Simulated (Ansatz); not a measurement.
System: NO (charge -1, singlet). 
Coordinates optimised at B3LYP-D3(BJ)/def2-TZVP (Ansatz, a quantum-chemistry and plane-wave program):
```
N
O 1 1.2592
```
Charge -1, spin multiplicity 1.

Basis-set convergence of Hartree-Fock and CCSD(T) correlation energies (hartree) with Ansatz. Cores are frozen in the correlated levels unless marked. Spin-orbit coupling is left out. No relativistic terms. This anion needs diffuse functions, which these sets lack.

The Hartree-Fock reference is unstable (checked in the largest basis), which strains HF and MP2. 

```
basis       functions       E(HF)  E(corr, CCSD(T))
----------  ---------  ----------  ----------------
def2-SVP           28  -129.02888          -0.35522
def2-TZVPP         62  -129.20670          -0.45554
def2-QZVPP        114         ___               ___
```

Question: Some entries are withheld; supply them.

Answer: 
- def2-QZVPP, E(HF): -129.21600
- def2-QZVPP, E(corr, CCSD(T)): -0.48976
